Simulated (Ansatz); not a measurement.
Geometry optimisation, UKS PBE-D4/def2-SVP (Ansatz 0.2.0).

input.yaml

```yaml
crystal:
  periodic: [false, false, false]
  atoms:
    - { symbol: H, position_ang: [-0.710559, 0.68798, -0.659664] }
    - { symbol: C, position_ang: [0.199946, 0.087234, -0.532201] }
    - { symbol: C, position_ang: [0.506034, -0.06814, 0.954757] }
    - { symbol: O, position_ang: [0.116967, -1.147115, -1.218909] }
    - { symbol: H, position_ang: [-2.284665, 1.785195, -0.750967] }
    - { symbol: H, position_ang: [1.01497, 0.654375, -1.030593] }
    - { symbol: H, position_ang: [-0.322636, -0.589581, 1.481314] }
    - { symbol: H, position_ang: [0.641142, 0.917569, 1.445845] }
    - { symbol: H, position_ang: [1.42978, -0.663954, 1.101004] }
    - { symbol: H, position_ang: [-0.591078, -1.663662, -0.790687] }
magnetization:
  spin_polarized: true
  initial_magnetization: 1
basis:
  gaussian: { orbitals: def2-SVP }
hamiltonian:
  xc: pbe
  dispersion: d4
relax:
  f_tol: 0.03
  max_steps: 50
```

Run as:

```bash
$ ansatz run input.yaml --threads 2 --pin off --max-ram 3072MiB --backend cpu --events-out ev --progress --plain --runs-dir out
```

Problem. Where does it end, and by what steps?

Solution. The forces met the threshold. The force dipped under the threshold on the way, but the program's further checks kept it going. After 17 steps the energy has fallen by 0.019 eV; H5 moved furthest, 0.92 Å.

```
step  energy less start (eV)  largest force component (eV/Å)  accepted
   0                  0.0000                           0.723       yes
   1                 -0.0104                           0.240       yes
   2                 -0.0118                           0.033       yes
   3                 -0.0119                           0.030       yes
   4                 -0.0124                           0.044       yes
   5                 -0.0135                           0.088       yes
   6                 -0.0144                           0.102       yes
   7                 -0.0149                           0.074       yes
   8                 -0.0155                           0.035       yes
   9                 -0.0158                           0.011       yes
  10                 -0.0159                           0.017       yes
  11                 -0.0161                           0.043       yes
  12                 -0.0164                           0.058       yes
  13                 -0.0174                           0.071       yes
  14                 -0.0181                           0.072       yes
  15                 -0.0187                           0.070       yes
  16                 -0.0191                           0.044       yes
  17                 -0.0193                           0.015       yes
```

```xyz
10
Properties=species:S:1:pos:R:3
H -0.327 0.713 -1.071
C 0.427 0.001 -0.649
C 0.373 0.040 0.876
O 0.275 -1.305 -1.179
H -2.634 1.678 0.093
H 1.419 0.356 -1.001
H -0.625 -0.276 1.249
H 0.560 1.064 1.262
H 1.130 -0.643 1.311
H -0.598 -1.629 -0.890
```

Time of the run: 11 s on 2 threads of AMD EPYC 9B45 (Zen 5) (shared host), peak memory 0.18 GiB.
